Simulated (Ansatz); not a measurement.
Input for Ansatz (development build ahead of 0.2.0):

```yaml
crystal:
  periodic: [false, false, false]
  atoms:
    - { symbol: C, position_ang: [0.82392, -0.00598, -0.02682] }
    - { symbol: C, position_ang: [-0.47045, 0.7229, 0.01916] }
    - { symbol: C, position_ang: [-0.40995, -0.77659, 0.0354] }
    - { symbol: H, position_ang: [1.42351, 0.00049, 0.88479] }
    - { symbol: H, position_ang: [1.4426, 0.03721, -0.94351] }
    - { symbol: H, position_ang: [-0.6852, 1.24847, -0.92518] }
    - { symbol: H, position_ang: [-0.72025, 1.28607, 0.87184] }
    - { symbol: H, position_ang: [-0.69462, -1.23215, 0.91467] }
    - { symbol: H, position_ang: [-0.77635, -1.27978, -0.93291] }
basis:
  gaussian: { orbitals: cc-pVDZ }
hamiltonian:
  xc: hf
```

The input is written out in the form of the current development build from the run's settings.

Output:

```yaml
Converged: yes
Total_energy: -117.05701 hartree
Spin_squared_of_the_determinant: 0.000
```
